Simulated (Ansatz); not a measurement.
Born–Oppenheimer molecular dynamics of AlH$_{5}$OSi (8 atoms, charge 0, multiplicity 1). It starts from a relaxed structure.

Level of theory: RKS PBE/6-31G* in Ansatz.

```yaml
ensemble: NVT, Langevin thermostat
time_step: 0.5 fs
steps_asked: 166
set_temperature: 300 K
friction: 0.005 /fs
seed: 488288
```

First frame:

```xyz
8
Properties=species:S:1:pos:R:3
Al 0.147 -0.011 0.013
H 0.425 -0.634 1.460
H 1.129 0.986 -0.752
O -1.310 -0.430 -0.802
Si -2.743 -1.270 -0.812
H -2.929 -2.078 0.444
H -3.895 -0.315 -0.929
H -2.777 -2.208 -1.983
```

**Question.** How far do the bonds stretch over the last three quarters of this one trajectory? (Pairs bonded in most of those frames.)

**Answer.** 
```tsv
bond	mean (Å)	spread (Å)	shortest	longest
Al1–H2	1.602	0.029	1.55	1.65
Al1–H3	1.601	0.027	1.54	1.66
Al1–O4	1.727	0.010	1.71	1.75
O4–Si5	1.664	0.014	1.64	1.69
Si5–H6	1.509	0.014	1.49	1.53
Si5–H7	1.506	0.036	1.44	1.58
Si5–H8	1.505	0.011	1.48	1.52
```

Mean temperature of the second half: 166 K. The mean temperature of the second half is 45 % below the set value. A run of 0.083 ps of so small a system gives no equilibrium averages.

Run time: 4.9 min on 1 thread of Arm Neoverse V1, with other jobs on the host, peak memory 0.11 GiB.
